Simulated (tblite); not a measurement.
Compound: C₅H₆S (charge +1 and doublet state).
Bonds: C1–C2, C2–C3 (double), C3–C4, C4–C5, C5–S6 (double). Hydrogens: H7, H8, H9 on C1; H10, H11 on C4; H12 on C5.
Bond orders are those of one Lewis drawing.

Computed with GFN2-xTB (tblite), gas phase: L-BFGS steps from a force-field or distance-geometry start until the largest atomic force falls under 0.01 eV/Å.

Step 14: E = -447.0723 eV
```
atom  x, y, z in Å  |  force x, y, z in eV/Å
C1      2.3968   -0.0206    0.1880    0.089   0.104  -0.070
C2      1.0386   -0.3871    0.3327   -0.182  -0.040  -0.102
C3     -0.1506   -0.6055    0.2389   -0.082  -0.044  -0.249
C4     -1.5605   -0.6509   -0.0624   -0.109   0.086   0.159
C5     -2.0008    0.7291    0.3781    0.101   0.021  -0.112
S6     -1.8006    2.1082   -0.4182   -0.134  -0.116  -0.051
H7      2.9940   -0.8065   -0.2586    0.051  -0.339  -0.121
H8      2.8898    0.2600    1.1048    0.012   0.040   0.459
H9      2.3837    0.8192   -0.4981    0.259   0.279  -0.195
H10    -2.0844   -1.4332    0.4910    0.017   0.040   0.016
H11    -1.7050   -0.7937   -1.1414    0.052   0.041   0.144
H12    -2.3999    0.7802    1.3840   -0.073  -0.072   0.123
```

Step 15: E = -447.0976 eV
```
atom  x, y, z in Å  |  force x, y, z in eV/Å
C1      2.4022   -0.0167    0.1895    0.172   0.089  -0.039
C2      1.0450   -0.3785    0.3208   -0.537  -0.002  -0.199
C3     -0.1444   -0.5835    0.1836    0.131  -0.060  -0.110
C4     -1.5614   -0.6446   -0.0661   -0.148  -0.063   0.116
C5     -1.9930    0.7339    0.3810   -0.093   0.047  -0.148
S6     -1.8379    2.1158   -0.4220   -0.092  -0.172   0.012
H7      2.9866   -0.8186   -0.2365    0.159  -0.410  -0.216
H8      2.8854    0.2421    1.1151    0.049   0.090   0.554
H9      2.4307    0.8264   -0.4899    0.191   0.262  -0.211
H10    -2.0627   -1.4286    0.5112    0.084   0.097   0.015
H11    -1.7508   -0.8151   -1.1351    0.084   0.136   0.143
H12    -2.3987    0.7667    1.3871   -0.001  -0.014   0.082
```

Task: Estimate the geometry and energy of step 16. (The exact step hangs on the optimiser's Hessian estimate; all steps are aligned on step 15, rigid shifts and turns removed.)

Result: E = -447.1222 eV, largest force 0.458 eV/Å
```
atom  x, y, z in Å  |  force x, y, z in eV/Å
C1      2.4093   -0.0105    0.1894    0.186  -0.003   0.029
C2      1.0437   -0.3666    0.2999    0.172   0.245  -0.232
C3     -0.1363   -0.5665    0.1260   -0.422  -0.164  -0.071
C4     -1.5616   -0.6377   -0.0681   -0.089  -0.131   0.002
C5     -1.9849    0.7381    0.3859   -0.313   0.063  -0.163
S6     -1.8802    2.1187   -0.4277   -0.040  -0.195   0.071
H7      2.9792   -0.8387   -0.2156    0.144  -0.275  -0.212
H8      2.8776    0.2233    1.1345   -0.024   0.081   0.415
H9      2.4893    0.8399   -0.4841    0.093   0.068  -0.093
H10    -2.0377   -1.4178    0.5309    0.090   0.030   0.096
H11    -1.7975   -0.8352   -1.1244    0.119   0.230   0.135
H12    -2.3998    0.7523    1.3918    0.084   0.051   0.023
```

The energy changes by -0.0247 eV. The first-order estimate −F·Δx gives -0.0380 eV and the mean of the old and new forces, exact on a quadratic surface, -0.0246 eV. The step makes an angle of 74° with the force vector and moves no atom by more than 0.061 Å.

The cost below is that of the whole relaxation. Hardware: one thread of an Intel Xeon 6975P-C, shared host with 192 logical CPUs at a one-minute load of 86. Cost: 0.66 s wall.
